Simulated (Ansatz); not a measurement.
# C2H2O2S: the cost of one run

Method: the settings change from run to run; program: Ansatz 0.2.0, Gaussian basis.

## Step 1: The relaxed structure

The structure was relaxed beforehand with PBE0-D4 in a triple-zeta def2 set.

7 atoms, charge 0, spin multiplicity 1.

Atoms are counted from 1 here; the program's logs count them from 0.

Bond lengths: O1–C2 1.186 Å, C2–O3 1.369 Å, C2–H6 1.097 Å, O3–C4 1.358 Å, C4–S5 1.598 Å, C4–H7 1.088 Å. Angles: O1–C2–O3 125.8°, O1–C2–H6 126.2°, O3–C2–H6 108.0°, C2–O3–C4 118.2°, O3–C4–S5 122.0°, O3–C4–H7 112.9°, S5–C4–H7 125.1°.

## Step 2: revPBE/def2-TZVPP

This run has a point charge of 1.00 e beside it, D4 dispersion, high accuracy.

Contents of in.yaml:

```yaml
crystal:
  periodic: [false, false, false]
  atoms:
    - {symbol: O, position_ang: [-0.490072, -1.492296, 0.808063]}
    - {symbol: C, position_ang: [0.476068, -0.804079, 0.792091]}
    - {symbol: O, position_ang: [0.634257, 0.337261, 0.053100]}
    - {symbol: C, position_ang: [-0.394558, 0.736006, -0.738706]}
    - {symbol: S, position_ang: [-0.308357, 2.052288, -1.640083]}
    - {symbol: H, position_ang: [1.397848, -0.967530, 1.363817]}
    - {symbol: H, position_ang: [-1.253887, 0.070449, -0.683982]}
basis:
  gaussian: {orbitals: def2-TZVPP, point_charges: [{charge: 1.00, position_ang: [4.501, -0.614, -0.570]}]}
hamiltonian: {xc: {name: revPBE}, dispersion: d4}
accuracy: high
```

Command:

```console
$ ansatz run in.yaml --threads 2 --pin off --events-out ev --progress --plain --max-ram 4352MiB
```

What time and memory should one allow on 2 threads of Arm Neoverse V2, shared host?

About 9.5 s, with a peak of 0.82 GiB.
